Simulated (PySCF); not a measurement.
Ethylamine, C2H7N, SMILES CCN, point group Cs.

Level: KT2/pcSseg-1 in PySCF (density fitting, grid level 2); geometry and Hessian at that level, cubic constants and property derivatives from steps of ±0.6 along each species' dimensionless normal coordinates, second-order vibrational perturbation theory. The parent has the commonest isotopes.

Equilibrium geometry (Å):

```tsv
atom	x	y	z
C1	-1.0025	-0.3250	0.1100
C2	0.1509	0.6220	-0.1777
N3	1.4886	0.0459	-0.0679
H4	-0.9901	-1.1729	-0.5802
H5	-0.9331	-0.7231	1.1259
H6	-1.9722	0.1708	0.0117
H7	0.1066	1.4778	0.5006
H8	0.0528	1.0317	-1.1862
H9	1.5910	-0.3506	0.8646
H10	1.5436	-0.7579	-0.6910
```

Q: Give the equilibrium and ground-state rotational constants (MHz) of parent; ²H at 9.

A: 
```json
{"species": "parent", "Ae": "32130", "Be": "8844.6", "Ce": "7890.5", "A0": "31837", "B0": "8741.8", "C0": "7797.2", "Δ0 (u Å²)": "-8.870", "harmonic ZPE (cm⁻¹)": "20021"}
{"species": "²H at 9", "Ae": "29724", "Be": "8528.6", "Ce": "7619.7", "A0": "29473", "B0": "8426.1", "C0": "7530.4", "Δ0 (u Å²)": "-10.013", "harmonic ZPE (cm⁻¹)": "19297"}
```

Δ0 = Ic − Ia − Ib from the ground-state constants.

Q: How is the parent's vibrational correction B0 − Be made up?

A: 
| axis | harmonic | Coriolis | cubic | total (MHz) |
| --- | --- | --- | --- | --- |
| a | 112 | -162 | -244 | -294 |
| b | 18.3 | -9.58 | -111 | -103 |
| c | 10.8 | -6.93 | -97.2 | -93.3 |

Q: And its quartic centrifugal distortion constants from the harmonic force field?

A: Asymmetric top, A reduction, Ir representation: ΔJ = 8.35 kHz, ΔJK = -36 kHz, ΔK = 213 kHz, δJ = 1.57 kHz, δK = 4.69 kHz.

Q: Which nuclear quadrupole couplings χaa, χbb, χcc (MHz) does the parent show, at equilibrium and averaged?

A: 14N at 3: -2.3, 0.0, 2.3 and -2.1, 0.0, 2.1.

Internal rotors are held in one well.
